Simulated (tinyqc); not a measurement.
Inside a calculation. Method: UHF in the sto-3g basis, for CH2, spin multiplicity 3. One step of it, computed by the program tinyqc.

Problem. Iteration 1: diagonalisation and new density. Diagonalise F' = X^T F X, C = X C', fill 5 alpha and 3 beta electrons from the bottom; D(s) = C_occ C_occ^T. Each column has its largest component positive (the first on a tie).

F(alpha) (hartree), order 1C 1s, 1C 2s, 1C 2px, 1C 2py, 1C 2pz, 2H 1s, 3H 1s:
```
[[-9.897914, -2.748917, 0.000000, -0.000684, 0.008241, -0.527394, -0.484628],
 [-2.748917, -1.140253, 0.000000, -0.006958, -0.033372, -0.438610, -0.412862],
 [0.000000, 0.000000, 0.136470, 0.000000, 0.000000, 0.000000, 0.000000],
 [-0.000684, -0.006958, 0.000000, 0.039403, -0.002511, -0.200264, 0.191948],
 [0.008241, -0.033372, 0.000000, -0.002511, 0.111071, -0.094863, -0.091626],
 [-0.527394, -0.438610, 0.000000, -0.200264, -0.094863, -0.118635, -0.096856],
 [-0.484628, -0.412862, 0.000000, 0.191948, -0.091626, -0.096856, -0.105675]]
```

F(beta) (hartree), order 1C 1s, 1C 2s, 1C 2px, 1C 2py, 1C 2pz, 2H 1s, 3H 1s:
```
[[-9.854899, -2.689734, 0.000000, -0.000687, -0.001659, -0.515135, -0.473241],
 [-2.689734, -0.809924, 0.000000, -0.006900, -0.274744, -0.372300, -0.350935],
 [0.000000, 0.000000, 0.857356, 0.000000, 0.000000, 0.000000, 0.000000],
 [-0.000687, -0.006900, 0.000000, 0.124400, -0.002694, -0.185167, 0.177705],
 [-0.001659, -0.274744, 0.000000, -0.002694, 0.752455, -0.102601, -0.098383],
 [-0.515135, -0.372300, 0.000000, -0.185167, -0.102601, -0.095488, -0.083269],
 [-0.473241, -0.350935, 0.000000, 0.177705, -0.098383, -0.083269, -0.085105]]
```

X, order 1C 1s, 1C 2s, 1C 2px, 1C 2py, 1C 2pz, 2H 1s, 3H 1s:
```
[[1.026565, -0.147890, 0.000000, -0.000658, -0.007504, 0.023832, 0.022973],
 [-0.147890, 1.198448, 0.000000, 0.008967, 0.070313, -0.273966, -0.253783],
 [0.000000, 0.000000, 1.000000, 0.000000, 0.000000, 0.000000, 0.000000],
 [-0.000658, 0.008967, 0.000000, 1.148729, 0.003224, -0.259041, 0.244535],
 [-0.007504, 0.070313, 0.000000, 0.003224, 1.028382, -0.110351, -0.103528],
 [0.023832, -0.273966, 0.000000, -0.259041, -0.110351, 1.183664, -0.026503],
 [0.022973, -0.253783, 0.000000, 0.244535, -0.103528, -0.026503, 1.164341]]
```

Give: F' = X^T F X; orbital energies; coefficients C; F' = X^T F X; orbital energies; coefficients C; D(alpha) after iteration 1; D(beta) after iteration 1.

Solution.

F' = X^T F X (alpha) (hartree):
```
[[-9.6642, -1.5133, 0.0000, -0.0008, -0.0075, -0.0590, -0.0474],
 [-1.5133, -0.4473, 0.0000, 0.0041, 0.0589, -0.2989, -0.2763],
 [0.0000, 0.0000, 0.1365, 0.0000, 0.0000, 0.0000, 0.0000],
 [-0.0008, 0.0041, 0.0000, 0.2770, 0.0022, -0.3105, 0.2938],
 [-0.0075, 0.0589, 0.0000, 0.0022, 0.1567, -0.1318, -0.1238],
 [-0.0590, -0.2989, 0.0000, -0.3105, -0.1318, 0.1843, -0.0458],
 [-0.0474, -0.2763, 0.0000, 0.2938, -0.1238, -0.0458, 0.1650]]
```

orbital energies (alpha) (hartree): [-9.9082, -0.4659, -0.1794, 0.0587, 0.1365, 0.4873, 0.6791]

coefficients C (alpha), order 1C 1s, 1C 2s, 1C 2px, 1C 2py, 1C 2pz, 2H 1s, 3H 1s:
```
[[0.9905, -0.2436, 0.0042, 0.1044, 0.0000, -0.1587, -0.0183],
 [0.0388, 0.7876, -0.0184, -0.4801, 0.0000, 0.8587, 0.1123],
 [0.0000, 0.0000, 0.0000, 0.0000, 1.0000, 0.0000, 0.0000],
 [0.0003, 0.0125, 0.5248, 0.0051, 0.0000, -0.1029, 1.0772],
 [0.0017, 0.0604, 0.0011, 0.8159, 0.0000, 0.6416, 0.0663],
 [-0.0077, 0.2382, 0.4372, 0.2854, 0.0000, -0.7056, -0.8541],
 [-0.0073, 0.2222, -0.4581, 0.2923, 0.0000, -0.8370, 0.6683]]
```

F' = X^T F X (beta) (hartree):
```
[[-9.6296, -1.4990, 0.0000, -0.0007, 0.0136, -0.0607, -0.0491],
 [-1.4990, -0.1040, 0.0000, 0.0045, -0.1775, -0.2851, -0.2640],
 [0.0000, 0.0000, 0.8574, 0.0000, 0.0000, 0.0000, 0.0000],
 [-0.0007, 0.0045, 0.0000, 0.3732, 0.0023, -0.3155, 0.2988],
 [0.0136, -0.1775, 0.0000, 0.0023, 0.8039, -0.1460, -0.1373],
 [-0.0607, -0.2851, 0.0000, -0.3155, -0.1460, 0.1900, -0.0452],
 [-0.0491, -0.2640, 0.0000, 0.2988, -0.1373, -0.0452, 0.1702]]
```

orbital energies (beta) (hartree): [-9.8618, -0.3050, -0.1412, 0.5012, 0.7411, 0.8574, 0.8694]

coefficients C (beta), order 1C 1s, 1C 2s, 1C 2px, 1C 2py, 1C 2pz, 2H 1s, 3H 1s:
```
[[0.9924, -0.1970, -0.0044, -0.2282, -0.0201, 0.0000, 0.0269],
 [0.0315, 0.5909, 0.0172, 1.1138, 0.1069, 0.0000, -0.0142],
 [0.0000, 0.0000, 0.0000, 0.0000, 0.0000, 1.0000, 0.0000],
 [0.0003, 0.0174, -0.4685, -0.0799, 1.1029, 0.0000, 0.0635],
 [0.0028, 0.1855, 0.0052, 0.1108, -0.0415, 0.0000, 1.0184],
 [-0.0064, 0.3631, -0.4677, -0.7045, -0.7957, 0.0000, -0.2765],
 [-0.0060, 0.3359, 0.5044, -0.7928, 0.6790, 0.0000, -0.1868]]
```

D(alpha) after iteration 1, order 1C 1s, 1C 2s, 1C 2px, 1C 2py, 1C 2pz, 2H 1s, 3H 1s:
```
[[1.0513, -0.2036, 0.0000, 0.0000, 0.0722, -0.0340, -0.0327],
 [-0.2036, 0.8527, 0.0000, -0.0023, -0.3442, 0.0423, 0.0428],
 [0.0000, 0.0000, 1.0000, 0.0000, 0.0000, 0.0000, 0.0000],
 [0.0000, -0.0023, 0.0000, 0.2756, 0.0055, 0.2339, -0.2362],
 [0.0722, -0.3442, 0.0000, 0.0055, 0.6694, 0.2477, 0.2514],
 [-0.0340, 0.0423, 0.0000, 0.2339, 0.2477, 0.3294, -0.0639],
 [-0.0327, 0.0428, 0.0000, -0.2362, 0.2514, -0.0639, 0.3447]]
```

D(beta) after iteration 1, order 1C 1s, 1C 2s, 1C 2px, 1C 2py, 1C 2pz, 2H 1s, 3H 1s:
```
[[1.0237, -0.0852, 0.0000, -0.0011, -0.0338, -0.0758, -0.0744],
 [-0.0852, 0.3504, 0.0000, 0.0022, 0.1098, 0.2063, 0.2070],
 [0.0000, 0.0000, 0.0000, 0.0000, 0.0000, 0.0000, 0.0000],
 [-0.0011, 0.0022, 0.0000, 0.2198, 0.0008, 0.2254, -0.2305],
 [-0.0338, 0.1098, 0.0000, 0.0008, 0.0344, 0.0649, 0.0649],
 [-0.0758, 0.2063, 0.0000, 0.2254, 0.0649, 0.3507, -0.1139],
 [-0.0744, 0.2070, 0.0000, -0.2305, 0.0649, -0.1139, 0.3673]]
```
